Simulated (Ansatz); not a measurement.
Results of PBEsol in Ansatz (PAW) for hcp Ti.

Settings: plane-wave cutoff 500 eV, 20×12×1 k mesh (along the axes of the cell as run), Fermi–Dirac smearing 0.1 eV, scalar-relativistic PAW data made under PBE.

What does this level give for the surface energy of the (10-10) face and work function of the (10-10) face?


* **surface energy of the (10-10) face**: 2.47 J/m²
* **work function of the (10-10) face**: 3.48 eV

The slab of 10 atoms is relaxed and unreconstructed.

The computed numbers hold no vibrational or temperature effects.

The result took about 40 core-minutes (a rough figure).

Ansatz is a quantum-chemistry and plane-wave program.
